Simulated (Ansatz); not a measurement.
**PH3S (SMILES [PH3]=S) at 6 levels**

Wanted: a comparison of 6 runs (UPBE/STO-3G, wB97M-V/STO-3G, BCCD(T)/STO-3G, CCSD/STO-3G, CCSD(T)/STO-3G, UCCSD(T)/STO-3G) of PH3S. 

The results are computed with Ansatz 0.2.0.

47 further runs of the same task are left out: 47 set aside as unsound or not needed.

## Step 1: The structure to begin with

PH3S: 5 atoms, total charge 0, spin state singlet. As SMILES, `[PH3]=S`. The H3–P1 distance was set to 2.789 Å, away from the relaxed value. At this shape a bond of the SMILES string is far longer than usual.

Bond lengths: P1–S2 1.914 Å, P1–H4 1.394 Å, P1–H5 1.394 Å. Angles: S2–P1–H4 118.2°, S2–P1–H5 118.2°, H4–P1–H5 99.4°.

## Step 2: The energy at UPBE/STO-3G (run 1)

job.yaml

```yaml
crystal:
  periodic: [false, false, false]
  atoms:
    - {symbol: P, position_ang: [1.182718, -0.475145, -0.579239]}
    - {symbol: S, position_ang: [2.436488, -1.409685, 0.524361]}
    - {symbol: H, position_ang: [-1.166840, 0.461930, 0.594540]}
    - {symbol: H, position_ang: [0.642328, -1.145125, -1.676089]}
    - {symbol: H, position_ang: [1.604508, 0.693835, -1.211169]}
basis:
  gaussian:
    orbitals: STO-3G
magnetization:
  spin_polarized: true
  initial_magnetization: 0
hamiltonian:
  xc: pbe
accuracy: high
```

Run with:

```sh
$ ansatz run job.yaml --threads 1 --pin off --max-ram 2610MiB --events-out events.jsonl --progress --plain --runs-dir runs
```

The log of the run:

```text
Warning: RAYON_NUM_THREADS=1 ignored (pool sized by the plan → 1); use --threads N
Functional definition: PBE
  name "PBE"
  parameter kappa = 0.804
  parameter beta = 0.06672455060314922
  exchange = pbe_x(kappa = kappa, mu = beta*pi^2/3)
  correlation = pbe_c(beta = beta)
364 factors; integrals over basis functions are off by at most 2.8e-8 eV
mean field evaluation 1: about -19923.8399 eV, gradient 2.2e1 eV
mean field evaluation 2: about -19915.8448 eV, gradient 2.4e1 eV
mean field evaluation 4: about -19925.0325 eV, gradient 1.7e1 eV
mean field evaluation 8: about -19930.9661 eV, gradient 9.7e0 eV
mean field evaluation 16: about -19932.0356 eV, gradient 8.8e-1 eV
mean field evaluation 32: about -19932.4698 eV, gradient 1.0e-1 eV
mean field -19932.47028220 eV, -732.5047721573 hartree, gradient 8.6e-8 eV, S^2 0.882971; 3 other end points of the search recorded, 0 dependent functions left out
reference -19932.47028415 eV, -732.5047722289 hartree; 17, 17 occupied and 4, 4 virtual orbitals, 364 factors
Total energy: -19932.47028415 eV, -732.5047722289 hartree
```

Run time: 2.1 s. Hardware: 1 thread of Intel Xeon 6975P-C (Granite Rapids), shared host; peak memory 0.14 GiB.

## Step 3: The energy at wB97M-V/STO-3G (run 2)

in.yaml

```yaml
crystal:
  periodic: [false, false, false]
  atoms:
    - {symbol: P, position_ang: [1.182718, -0.475145, -0.579239]}
    - {symbol: S, position_ang: [2.436488, -1.409685, 0.524361]}
    - {symbol: H, position_ang: [-1.166840, 0.461930, 0.594540]}
    - {symbol: H, position_ang: [0.642328, -1.145125, -1.676089]}
    - {symbol: H, position_ang: [1.604508, 0.693835, -1.211169]}
basis:
  gaussian: {orbitals: STO-3G}
hamiltonian: {xc: {name: wB97M-V}}
accuracy: high
```

Run with:

```sh
$ ansatz run in.yaml --threads 1 --pin off --max-ram 2610MiB --events-out events.jsonl --progress --plain --runs-dir runs
```

The log of the run, shortened:

```text
Warning: RAYON_NUM_THREADS=1 ignored (pool sized by the plan → 1); use --threads N
Functional definition: wB97M-V
  name "wB97M-V"
[...]
  gx(w, u) = 1 - cx + cx01*u + cx10*w
  gss(w, u) = css00 + css04*u^4 + css10*w + css20*w^2 + css43*w^4*u^3
  gos(w, u) = cos00 + cos10*w + (cos20 + cos21*u)*w^2 + (cos60 + cos61*u)*w^6
[...]
      + integral(e_c_pw_mod_opposite_spin*gos(b97_w_opposite, b97_u_opposite)) + vv10(b, c)
364 factors; integrals over basis functions are off by at most 2.8e-8 eV
144 factors; integrals over basis functions are off by at most 1.2e-9 eV
[...]
mean field -19941.87880557 eV, -732.8505290137 hartree, gradient 9.8e-8 eV, S^2 0.000000; 0 other end points of the search recorded, 0 dependent functions left out
reference -19941.87880814 eV, -732.8505291083 hartree; 17, 17 occupied and 4, 4 virtual orbitals, 364 factors
Total energy: -19941.87880814 eV, -732.8505291083 hartree
```

Wall time 6.6 s (1 thread of Intel Xeon 6975P-C (Granite Rapids), shared host); peak memory 0.29 GiB.

## Step 4: The energy at BCCD(T)/STO-3G (run 3)

Edit in.yaml of step 3 so:

```diff
@@ -10,3 +10,4 @@
   gaussian: {orbitals: STO-3G}
-hamiltonian: {xc: {name: wB97M-V}}
 accuracy: high
+correlation: {method: bccd_t, frozen_orbitals: {H: 0, P: 5, S: 5}}
+scf: {omitted_lower_state_checks: [cluster_reference, increment]}
```

Run with:

```sh
$ ansatz run in.yaml --threads 1 --pin off --max-ram 2610MiB --events-out events.jsonl --progress --plain --runs-dir runs
```

The log of the run:

```text
Warning: RAYON_NUM_THREADS=1 ignored (pool sized by the plan → 1); use --threads N
[... 11 lines left out ...]
10 core orbitals not correlated: weight in the atoms' cores, before any rotation towards them, 1.000 or more for the frozen orbitals, at most 0.000 for the correlated occupied ones
[... 39 lines left out ...]
WARN: these amplitudes may be one of several solutions (largest doubles amplitude 0.74, level shift 9.85 eV)
Total energy: -19911.43241265 eV, -731.7316447113 hartree
Checks for a lower state left out: cluster_reference, increment
```

Wall time 0.16 s (1 thread of Intel Xeon 6975P-C (Granite Rapids), shared host).

Runs 4 to 5 aren't shown in full; the table further down has their settings and results.

## Step 5: A single-point energy at UCCSD(T)/STO-3G (run 6)

run.yaml

```yaml
basis:
  gaussian: {orbitals: STO-3G}
crystal:
  periodic: [false, false, false]
  atoms:
    - {symbol: P, position_ang: [1.182718, -0.475145, -0.579239]}
    - {symbol: S, position_ang: [2.436488, -1.409685, 0.524361]}
    - {symbol: H, position_ang: [-1.166840, 0.461930, 0.594540]}
    - {symbol: H, position_ang: [0.642328, -1.145125, -1.676089]}
    - {symbol: H, position_ang: [1.604508, 0.693835, -1.211169]}
magnetization: {spin_polarized: true, initial_magnetization: 0}
correlation: {method: ccsd_t, frozen_orbitals: {H: 0, P: 5, S: 5}}
accuracy: high
scf: {omitted_lower_state_checks: [cluster_reference, increment]}
```

Run with:

```sh
$ ansatz run run.yaml --threads 1 --pin off --max-ram 2610MiB --events-out events.jsonl --progress --plain --runs-dir runs
```

The log of the run:

```text
Warning: RAYON_NUM_THREADS=1 ignored (pool sized by the plan → 1); use --threads N
[... 14 lines left out ...]
10 core orbitals not correlated: weight in the atoms' cores, before any rotation towards them, 1.000 or more for the frozen orbitals, at most 0.000 for the correlated occupied ones
[... 43 lines left out ...]
Total energy: -19911.31569330 eV, -731.7273553541 hartree
Checks for a lower state left out: cluster_reference, increment
```

Run time: 0.46 s. Hardware: 1 thread of Intel Xeon 6975P-C (Granite Rapids), shared host.

## Step 6: All runs side by side

```
run            level  frozen core orbitals  energy (Eh)  wall time
  1      UPBE/STO-3G                     –  -732.504772      2.1 s
  2   wB97M-V/STO-3G                     –  -732.850529      6.6 s
  3   BCCD(T)/STO-3G                    10  -731.731645     0.16 s
  4      CCSD/STO-3G                    10  -731.717605     0.14 s
  5   CCSD(T)/STO-3G                    10  -731.734261     0.14 s
  6  UCCSD(T)/STO-3G                    10  -731.727355     0.46 s
```

## Step 7: Outcome

| quantity | value |
| --- | --- |
| run 6: total energy | -731.72736 Eh |
| run 6: correlation energy (10 core orbitals frozen) | -70.9 mEh |
| run 6: (T) correction | -1.11 mEh |
| run 6: ⟨S²⟩ of the reference determinant | 0.992 |
| run 6: T1 diagnostic | 0.024 |

What this shows: Totals of different functionals can't be ranked against each other. In runs 4, 5 the T1 diagnostic is large, so a single reference may not serve. In runs 3, 4, 5 the log says that unrestricted orbitals would lower the reference, so the values rest on an unstable closed-shell determinant (other closed-shell runs at this shape may share the fault). In runs 1, 2, 3, 4, 5, 6 the basis is minimal, so the values are rough. In runs 2, 4, 5 a closed-shell determinant meets a far-stretched bond, which it describes badly. Spin contamination of the reference: run 6 ⟨S²⟩ = 0.99, run 1 ⟨S²⟩ = 0.88. Where it is this large, the reference is a mixture of spin states, and values that rest on it are in doubt. All runs together took 9.6 s, the longest 6.6 s.
